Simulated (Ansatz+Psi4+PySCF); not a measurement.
# singlet CH₂: levels of theory in one basis

```xyz
3

C     0.3000    0.3000    0.3000
H     0.4602   -0.7041    0.7378
H     0.2933    0.9513    1.1951
```

Basis set: cc-pVTZ (spherical functions). Frozen core: 1 orbital. Charge 0, multiplicity 1.

Computed with Ansatz (development build ahead of 0.2.0); each method stands on the lowest determinant of its kind that the runs found.

```tsv
method	E − E(RHF) (eV)	<S²> of the determinant
RHF	0.00	0.00
UHF	-0.51	0.72
UHF-MP2	-3.89	0.72
RHF-CCSD	-4.47	–
UHF-CCSD	-4.50	0.72
RHF-CCSD(T)	-4.60	–
UHF-CCSD(T)	-4.60	0.72
```

(1) What does RHF-MP2 give on the same scale?

(2) Is a single determinant a sound starting point here?

Results:

(1) -3.77 eV.

(2) It is doubtful. Unrestricted orbitals lower Hartree–Fock by 0.51 eV and <S²> is 0.72 where a pure state has 0.00, a sign of strong static correlation.

Caution: another spin multiplicity may lie lower. Caution for RHF, RHF-MP2, RHF-CCSD, RHF-CCSD(T): an unrestricted determinant lies well below. Caution for UHF, UHF-MP2, UHF-CCSD, UHF-CCSD(T): the unrestricted determinant is spin contaminated; the determinant breaks the point group. Caution for UHF-MP2, UHF-CCSD, UHF-CCSD(T): large amplitudes, a single reference is doubtful.
